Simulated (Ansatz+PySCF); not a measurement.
## doublet C₃H₅O: levels of theory in one basis

| atom | x (Å) | y (Å) | z (Å) |
| --- | --- | --- | --- |
| C | -1.1380 | -0.8693 | -0.0001 |
| C | -0.0944 | 0.1221 | -0.0003 |
| C | 1.3694 | -0.3593 | -0.0001 |
| H | -2.1671 | -0.5330 | 0.0011 |
| H | -0.9269 | -1.9325 | -0.0005 |
| O | -0.3752 | 1.3222 | 0.0000 |
| H | 2.0318 | 0.5049 | -0.0144 |
| H | 1.5782 | -0.9613 | 0.8895 |
| H | 1.5722 | -0.9875 | -0.8727 |

Basis set: cc-pVTZ (spherical functions). Left uncorrelated: 4 orbitals. Correlation on ROHF uses semicanonical orbitals with singles. Charge 0, multiplicity 2.

Computed with Ansatz (development build ahead of 0.2.0); each method stands on the lowest determinant of its kind that the runs found.

```
  method  E − E(ROHF) (eV)  <S²> of the determinant
    ROHF              0.00                     0.75
     UHF             -0.33                     0.90
ROHF-MP2            -19.34                        –
```

**Question.** What does UHF-MP2 give on the same scale?

**Answer.** -19.04 eV.

**Question.** Is a single determinant a sound starting point here?

**Answer.** Only with care. Unrestricted orbitals gain 0.33 eV and <S²> is 0.90 against 0.75 for a pure state, a contamination that matters most for the unrestricted series.

Caution for UHF, UHF-MP2: the unrestricted determinant is spin contaminated. Caution for ROHF-MP2, UHF-MP2: forces differ strongly between restricted and unrestricted references.
